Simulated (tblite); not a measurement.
Species: C₄H₈FN (charge +1 and doublet state).
Geometry (GFN2-xTB, Å), atoms numbered from 1 in this order:
```xyz
14
C4H8FN angstrom
C      2.6740    0.0167    0.2308
C      1.4099    0.2663   -0.1004
F      1.1222    1.0004   -1.1811
C      0.1877   -0.2015    0.6307
N     -1.0225    0.2023    0.0451
C     -2.2944   -0.1241    0.5535
H      3.4828    0.4013   -0.3675
H      2.9250   -0.5698    1.0954
H      0.2437    0.1463    1.6803
H      0.2243   -1.3041    0.7220
H     -0.9788    0.7698   -0.7961
H     -2.2188   -0.7357    1.4510
H     -2.8676    0.7858    0.7775
H     -2.8883   -0.6542   -0.2034
```

Calculated harmonic vibrations of the isolated species, GFN2-xTB (tblite), most abundant isotopes, no scaling. Errors from tens to a few hundred cm⁻¹ against measured bands are possible. One conformer, not necessarily the lowest. Open shells enter through the occupations alone, without spin polarisation, and single modes of such species can be off by tens of per cent.

Harmonic wavenumbers (cm⁻¹): 42.6, 78.0, 111.1, 178.4, 360.6, 386.9, 418.4, 471.5, 554.1, 665.9, 820.2, 866.3, 903.2, 917.8, 1011.9, 1016.0, 1079.7, 1141.7, 1216.3, 1231.7, 1251.6, 1318.5, 1342.3, 1358.5, 1366.0, 1382.8, 1437.4, 1634.2, 2773.8, 2834.1, 2887.8, 2930.4, 3045.8, 3120.2, 3163.7, 3348.2.

A = 8960, B = 1961, C = 1641 MHz; mass 89.064 u (most abundant isotopes); point group Cs, symmetry number 1; spin multiplicity 2.

Question: What is the zero-point energy?

Answer: ½Σν̃ = 24334 cm⁻¹ = 291.10 kJ/mol.

Question: Give the ideal-gas entropy at 298.15 K and 1 bar in the rigid-rotor, harmonic-oscillator model (classical rotation).

Answer: Translation 164.85, rotation 112.19, vibration 85.66, spin (R ln 2) 5.76: S = 368.5 J/(mol K).

Question: And Cp and H(298.15 K) − H(0)?

Answer: Cp = 118.18 J/(mol K), of which vibrations give 84.92 (their classical limit is 36 R = 299.3); H(298.15 K) − H(0) = 22.82 kJ/mol without the zero-point energy, 12.91 from vibrations.

Question: How do the functions run with temperature in this model?

Answer: 
```json
{"T (K)": "100", "S (J/(mol K))": "275.2", "Cp (J/(mol K))": "64.2", "H − H(0) (kJ/mol)": "4.96", "G − H(0) (kJ/mol)": "-22.56", "ln q(vib)": "1.49"}
{"T (K)": "200", "S (J/(mol K))": "327.4", "Cp (J/(mol K))": "89.8", "H − H(0) (kJ/mol)": "12.63", "G − H(0) (kJ/mol)": "-52.84", "ln q(vib)": "3.36"}
{"T (K)": "300", "S (J/(mol K))": "369.2", "Cp (J/(mol K))": "118.7", "H − H(0) (kJ/mol)": "23.04", "G − H(0) (kJ/mol)": "-87.72", "ln q(vib)": "5.13"}
{"T (K)": "500", "S (J/(mol K))": "443.1", "Cp (J/(mol K))": "172.9", "H − H(0) (kJ/mol)": "52.45", "G − H(0) (kJ/mol)": "-169.11", "ln q(vib)": "8.60"}
{"T (K)": "800", "S (J/(mol K))": "537.0", "Cp (J/(mol K))": "225.9", "H − H(0) (kJ/mol)": "112.98", "G − H(0) (kJ/mol)": "-316.60", "ln q(vib)": "13.64"}
{"T (K)": "1000", "S (J/(mol K))": "590.0", "Cp (J/(mol K))": "249.1", "H − H(0) (kJ/mol)": "160.59", "G − H(0) (kJ/mol)": "-429.40", "ln q(vib)": "16.79"}
```

q(vib) and H(0) count from the zero-point level.

Question: Which modes carry the vibrational entropy at 298.15 K?

Answer: 42.6 cm⁻¹: 21.48; 78.0 cm⁻¹: 16.49; 111.1 cm⁻¹: 13.60; 178.4 cm⁻¹: 9.81; 360.6 cm⁻¹: 4.68; 386.9 cm⁻¹: 4.23 J/(mol K); the other 30 give 15.36 together.

Hindered rotation and anharmonicity are outside this model. Other conformers, if any are populated, would add a mixing term that is left out.

On an Intel Xeon at 2.70 GHz with one thread, shared host with 64 logical CPUs at a one-minute load of 51, this took 0.5 s wall. The figure is for the frequency step alone.
